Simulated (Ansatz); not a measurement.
Compare A (`CC(C)C(C)S`) with its isomer B (`CSC(C)(C)C`).

Calculated with Ansatz (gas phase, PBE0-D4/def2-TZVP geometries, no zero-point term in ΔE). CCSD(T)/CBS adds triple-zeta CCSD(T) − MP2 to the extrapolated MP2 energy (def2 sets, frozen cores). DFT in def2-TZVPP. One conformer a species, not always the lowest.

(1) Which is lower in electronic energy at CCSD(T)/CBS, and by how much? (Estimate.)

(2) Give E(B) − E(A) in kJ/mol with HF/def2-TZVPP, ωB97M-V, r2SCAN-D4, MP2/def2-TZVPP, PBE-D4, B2PLYP, CCSD(T)/def2-SVP. (Estimate.)

Largest T1 diagnostic: 0.009.

Results:

(1) The calculation gave: B, by 2.4 kJ/mol.

(2) Ansatz gave: HF/def2-TZVPP 0.9, ωB97M-V -2.8, r2SCAN-D4 -5.0, MP2/def2-TZVPP -4.1, PBE-D4 -5.5, B2PLYP -3.2, CCSD(T)/def2-SVP 7.2. The order is the other way round with HF/def2-TZVPP, CCSD(T)/def2-SVP.

At CCSD(T), def2-SVP lies +9.6 kJ/mol from the extrapolated value and def2-TZVPP +1.9 kJ/mol. Leaving LDA and LC-ωPBE aside and taking each functional with its dispersion term where it has one, the values, not all of them listed here, spread over 5.5 kJ/mol, from revPBE-D4 to CAM-B3LYP-D4. LDA lies +3.8 kJ/mol from PBE without D4.
